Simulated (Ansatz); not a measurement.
# H3SO+ (SMILES [OH2+]S): one structure at several levels

The atoms stand at a structure displaced at random from a GFN2-xTB minimum. How far do the functionals agree with CCSD(T) there?

The runs use Ansatz 0.2.0, Gaussian basis; single points in def2-TZVPP.

Cores are frozen in the correlated methods.

## Step 1: The system as given

SMILES `[OH2+]S`, 5 atoms, charge 1, spin multiplicity 1.

Atoms are counted from 1 here; the program's logs count them from 0.

Bond lengths: O1–S2 1.892 Å, O1–H3 0.997 Å, O1–H4 0.788 Å, S2–H5 1.447 Å. Angles: S2–O1–H3 105.8°, S2–O1–H4 109.4°, H3–O1–H4 110.1°, O1–S2–H5 100.0°.

As a file:

```xyz
5

O    -0.3816   -0.6497   -0.0555
S     0.8230    0.7692    0.2860
H    -0.8741   -0.8002    0.7982
H     0.0242   -1.2961   -0.2512
H     0.4498    1.6780   -0.7759
```

## Step 2: CCSD(T)/def2-TZVPP

The input, run/in.yaml:

```yaml
crystal:
  periodic: [false, false, false]
  atoms:
    - {symbol: O, position_ang: [-0.381600, -0.649700, -0.055500]}
    - {symbol: S, position_ang: [0.823000, 0.769200, 0.286000]}
    - {symbol: H, position_ang: [-0.874100, -0.800200, 0.798200]}
    - {symbol: H, position_ang: [0.024200, -1.296100, -0.251200]}
    - {symbol: H, position_ang: [0.449800, 1.678000, -0.775900]}
basis:
  gaussian: {orbitals: def2-TZVPP}
total_charge: 1
correlation: {method: ccsd_t}
output: {forces: true}
```

No record of the launch command was kept for these runs.

## Step 3: PBE0-D4/def2-TZVPP

Changes to run/in.yaml since step 2:

```diff
@@ -11,3 +11,3 @@
 total_charge: 1
-correlation: {method: ccsd_t}
-output: {forces: true}
+hamiltonian: {xc: pbe0, dispersion: d4}
+output: {forces: true, orbitals: {seedname: orbitals}}
```

## Step 4: wB97M-V/def2-TZVPP

Changes to run/in.yaml since step 3:

```diff
@@ -11,3 +11,3 @@
 total_charge: 1
-hamiltonian: {xc: pbe0, dispersion: d4}
-output: {forces: true, orbitals: {seedname: orbitals}}
+hamiltonian: {xc: {name: wB97M-V}}
+output: {forces: true}
```

## Step 5: r2SCAN-D4/def2-TZVPP

Changes to run/in.yaml since step 4:

```diff
@@ -11,3 +11,3 @@
 total_charge: 1
-hamiltonian: {xc: {name: wB97M-V}}
+hamiltonian: {xc: r2scan, dispersion: d4}
 output: {forces: true}
```

## Step 6: PBE-D4/def2-TZVPP

Changes to run/in.yaml since step 5:

```diff
@@ -11,3 +11,3 @@
 total_charge: 1
-hamiltonian: {xc: r2scan, dispersion: d4}
+hamiltonian: {xc: pbe, dispersion: d4}
 output: {forces: true}
```

## Step 7: wB97X-V/def2-TZVPP

Changes to run/in.yaml since step 6:

```diff
@@ -11,3 +11,3 @@
 total_charge: 1
-hamiltonian: {xc: pbe, dispersion: d4}
+hamiltonian: {xc: {name: wB97X-V}}
 output: {forces: true}
```

## Step 8: SPW92/def2-TZVPP

Changes to run/in.yaml since step 7:

```diff
@@ -11,3 +11,3 @@
 total_charge: 1
-hamiltonian: {xc: {name: wB97X-V}}
+hamiltonian: {xc: lda}
 output: {forces: true}
```

(Steps that only read results are left out.)

Q: Predict the outcome of this session. Wanted: energy less free atoms, CCSD(T)/def2-TZVPP; RMS force component; RMS force error; HOMO and LUMO, PBE0-D4; T1 diagnostic.

As calculated:

| quantity | value |
| --- | --- |
| energy less free atoms, CCSD(T)/def2-TZVPP | -3.614 eV |
| RMS force component | 6.709 to 6.945 eV/Å over the methods |
| RMS force error | PBE0-D4 0.092, wB97M-V 0.061, r2SCAN-D4 0.073, PBE-D4 0.256, wB97X-V 0.107, SPW92 0.392 eV/Å |
| HOMO and LUMO, PBE0-D4 | -14.49 and -9.70 eV |
| T1 diagnostic | 0.012 |

In words: Against CCSD(T) the functionals' energies less atoms differ by -2.913 to -0.146 eV, PBE-D4 by -0.651 eV. The reference is not at the basis limit: in triple zeta CCSD(T) underbinds, which counts against methods that bind more; the gaps are no ranking. For forces wB97M-V does best and SPW92 worst. Frozen-core CCSD(T) forces in triple zeta carry basis errors of their own, and this is one geometry, so small gaps rank nothing.
